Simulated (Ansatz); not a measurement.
Reaction (SMILES): N (NH3) + H+ → [NH4+]
B3LYP-D3(BJ)/def2-TZVP geometries, fixed; electronic energies without zero-point terms; positive where energy is released.
Largest species:
```
N
H 1 1.0250
H 1 1.0250 2 109.47
H 1 1.0250 2 109.47 3 120.00
H 1 1.0250 2 109.47 4 120.00
```
Charge +1, spin multiplicity 1.

Effect of a fitting basis named in the input at HF/cc-pVTZ with Ansatz (a quantum-chemistry and plane-wave program), against the last row, where the proton affinity is 217.25 kcal/mol. The default fits or decomposes integrals by the program's own choice; accuracy: high also tightens integrals, grids and stops.

```
setting                        largest shift of a total energy (mEh)  shift of the proton affinity (kcal/mol)
-----------------------------  -------------------------------------  ---------------------------------------
fitting: def2-SV(P)-JKFIT                                     -0.013                                    0.007
fitting: def2-universal-JKFIT                                 -0.013                                    0.007
fitting: cc-pVTZ-JKFIT                                         0.004                                    0.002
fitting: cc-pVQZ-JKFIT                                        -0.003                                    0.000
fitting: cc-pV5Z-JKFIT                                        -0.001                                    0.000
accuracy: high                                                -0.002                                    0.000
accuracy: medium (default)                                     0.000                                    0.000
```

Within 0.02 kcal/mol in the proton affinity: fitting: def2-SV(P)-JKFIT; fitting: def2-universal-JKFIT; fitting: cc-pVTZ-JKFIT; fitting: cc-pVQZ-JKFIT; fitting: cc-pV5Z-JKFIT; accuracy: high. The largest shift is 0.013 mEh in a total energy and 0.007 kcal/mol in the difference.
